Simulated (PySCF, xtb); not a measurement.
CH3NO, SMILES C(N)=O (connectivity only; charge and spin as stated), charge +1, multiplicity 2. Other conformers were not sampled.

Harmonic wavenumbers (cm⁻¹) from GFN2-xTB in xtb at its own minimum, in rising order: 450, 511, 634, 773, 1002, 1059, 1261, 1391, 1831, 2248, 3253, 3367.

Question: What does B3LYP-D3(BJ)/def2-TZVP (PySCF) give at its own minimum? (Estimate from the structure and the level; the computed values follow.)

Answer: 494, 634, 724, 978, 1085, 1186, 1345, 1614, 1678, 2982, 3491, 3601. Paired by order, the mean absolute difference is 195 cm⁻¹ and the zero-point energies are 25.4 and 28.3 kcal/mol.
